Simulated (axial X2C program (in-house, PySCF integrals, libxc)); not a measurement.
## Al₂⁻ along the bond: HF, with spin–orbit coupling

All values were computed with an in-house all-electron X2C program for linear molecules (integrals from PySCF). Two-component (2c) means X2C with spin–orbit coupling and atomic mean-field two-electron Coulomb and Gaunt terms. Basis: Al dyall-av3z [9s9p3d2f] (cores contracted in-house); Gaussian nuclei, density fitting, unrestricted open shells. Masses: Al 26.982 u.

State: Ω = 3/2 (⟨Sz⟩ = 1.50, ⟨Lz⟩ = 0.00 at HF).

Results along the bond:

```tsv
R (Å)	HOMO (eV)	LUMO (eV)
2.234	-1.71	2.46
2.337	-1.80	2.44
2.414	-1.73	2.43
2.491	-1.63	2.42
2.568	-1.53	2.42
2.658	-1.43	2.41
2.748	-1.33	2.40
2.863	-1.23	2.38
3.005	-1.12	2.37
3.210	-0.99	2.35
```

The state is a single determinant with fixed occupations, the lowest that a limited PBE0 search found. PBE0 can misorder states that lie within some tenths of an eV, so this need not be the ground state of the molecule. The nearest other 2c determinant of the search, Ω = 1/2, lies 0.18 eV up at the distance of the search. With several unpaired electrons one determinant need not be a pure state. This is the top spin component of a Σ state; components of lower Ω are not single determinants and can lie lower. The LUMO of an anion is an unbound level whose energy the basis sets.
